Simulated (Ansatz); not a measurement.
Steps of a relaxation of `C/C(F)=C/N` with RKS PBE-D4/def2-SVP.

```sh
$ ansatz run in.yaml --threads 4 --pin off --events-out ev --progress --plain --max-ram 10444MiB
```

```yaml
crystal:
  periodic: [false, false, false]
  atoms:
    - {symbol: C, position_ang: [0.695200, 1.127400, 1.076700]}
    - {symbol: C, position_ang: [0.469700, -0.018400, 0.179200]}
    - {symbol: F, position_ang: [1.539900, -0.748000, -0.128400]}
    - {symbol: C, position_ang: [-0.624400, -0.385900, -0.349200]}
    - {symbol: N, position_ang: [-0.916400, -1.491600, -1.173500]}
    - {symbol: H, position_ang: [-0.295900, 1.716900, 1.237300]}
    - {symbol: H, position_ang: [1.380400, 1.876000, 0.615700]}
    - {symbol: H, position_ang: [1.084900, 0.876100, 2.027500]}
    - {symbol: H, position_ang: [-1.603000, 0.183700, -0.100100]}
    - {symbol: H, position_ang: [-1.603900, -1.316800, -1.863000]}
    - {symbol: H, position_ang: [-0.061100, -1.876300, -1.501600]}
basis:
  gaussian: {orbitals: def2-SVP}
hamiltonian: {xc: pbe, dispersion: d4}
relax: {f_tol: 0.03, max_steps: 200}
```

Positions (Å) and forces (eV/Å) along the path, 6 of 6 steps:

```xyz
11
step=1 energy=-7400.6026 eV
C     0.695    1.127    1.077   -1.813    2.072   -1.260
C     0.470   -0.018    0.179    3.115    1.581    2.064
F     1.540   -0.748   -0.128    1.980   -0.805   -0.221
C    -0.624   -0.386   -0.349   -7.796   -0.642   -2.140
N    -0.916   -1.492   -1.173    0.819    0.526    2.199
H    -0.296    1.717    1.237    1.245   -0.923   -0.149
H     1.380    1.876    0.616    0.134   -0.128    0.039
H     1.085    0.876    2.027    0.725   -0.566    1.706
H    -1.603    0.184   -0.100    1.496   -0.509   -0.185
H    -1.604   -1.317   -1.863   -0.879    0.234   -1.160
H    -0.061   -1.876   -1.502    0.972   -0.839   -0.891
11
step=2 energy=-7401.1018 eV
C     0.700    1.157    1.086   -0.608    0.699   -0.357
C     0.461    0.007    0.179    0.418    0.282    0.328
F     1.565   -0.714   -0.135    0.686   -0.298   -0.068
C    -0.691   -0.381   -0.367   -2.142   -0.102   -0.535
N    -0.926   -1.511   -1.171    0.456    0.391    0.917
H    -0.261    1.710    1.264    0.398   -0.273   -0.045
H     1.409    1.888    0.635    0.033   -0.086    0.038
H     1.106    0.866    2.061    0.214   -0.213    0.435
H    -1.621    0.194   -0.135    0.524   -0.158   -0.005
H    -1.622   -1.362   -1.892   -0.127   -0.009   -0.369
H    -0.054   -1.911   -1.505    0.147   -0.233   -0.339
11
step=3 energy=-7401.1604 eV
C     0.695    1.170    1.082    0.114   -0.023   -0.027
C     0.447    0.031    0.157   -0.023    0.020    0.044
F     1.567   -0.700   -0.145    0.045   -0.005   -0.028
C    -0.728   -0.363   -0.382   -0.060   -0.215   -0.087
N    -0.921   -1.515   -1.154    0.040    0.162    0.174
H    -0.243    1.721    1.275   -0.069    0.043    0.020
H     1.434    1.884    0.655   -0.010   -0.021    0.020
H     1.103    0.829    2.059   -0.006   -0.003   -0.020
H    -1.636    0.202   -0.133   -0.059    0.095    0.011
H    -1.612   -1.401   -1.899    0.074   -0.060   -0.044
H    -0.042   -1.915   -1.495   -0.045    0.006   -0.064
11
step=4 energy=-7401.1627 eV
C     0.696    1.169    1.083    0.038   -0.040    0.012
C     0.440    0.032    0.159   -0.047    0.038   -0.031
F     1.564   -0.691   -0.159   -0.022   -0.016    0.016
C    -0.738   -0.365   -0.378    0.068   -0.014   -0.025
N    -0.920   -1.517   -1.146   -0.026    0.046    0.040
H    -0.241    1.722    1.285   -0.012    0.010    0.006
H     1.436    1.881    0.656   -0.001   -0.002   -0.004
H     1.110    0.821    2.056   -0.015    0.010   -0.016
H    -1.643    0.216   -0.147   -0.006   -0.014    0.030
H    -1.599   -1.411   -1.904    0.031   -0.028   -0.013
H    -0.039   -1.914   -1.486   -0.007    0.009   -0.015
11
step=5 energy=-7401.1633 eV
C     0.697    1.170    1.081   -0.004   -0.014    0.008
C     0.438    0.036    0.155   -0.028    0.004    0.003
F     1.559   -0.695   -0.156   -0.012    0.004   -0.009
C    -0.740   -0.363   -0.380    0.037    0.023    0.023
N    -0.919   -1.516   -1.145   -0.023   -0.006   -0.005
H    -0.237    1.728    1.284    0.009    0.000   -0.004
H     1.442    1.878    0.658    0.000    0.003   -0.003
H     1.106    0.819    2.055   -0.005    0.001   -0.006
H    -1.648    0.211   -0.138    0.015   -0.011   -0.006
H    -1.596   -1.418   -1.905    0.005   -0.006   -0.004
H    -0.036   -1.907   -1.487    0.006    0.003    0.003
11
step=6 energy=-7401.1634 eV
C     0.697    1.170    1.082   -0.002   -0.004    0.001
C     0.437    0.036    0.155   -0.007    0.004   -0.002
F     1.557   -0.693   -0.159    0.001    0.000   -0.003
C    -0.741   -0.362   -0.380    0.008    0.007    0.012
N    -0.919   -1.516   -1.144   -0.007   -0.006   -0.004
H    -0.236    1.729    1.284    0.002    0.000   -0.002
H     1.443    1.877    0.658    0.001   -0.001    0.000
H     1.106    0.817    2.055   -0.001    0.000   -0.001
H    -1.648    0.211   -0.138    0.000   -0.002   -0.002
H    -1.594   -1.419   -1.907    0.001    0.001   -0.002
H    -0.036   -1.907   -1.485    0.004    0.001    0.003
```

Run time 7 s (4 threads of an Intel Xeon Platinum 8259CL on a shared host); peak host memory 0.16 GiB.
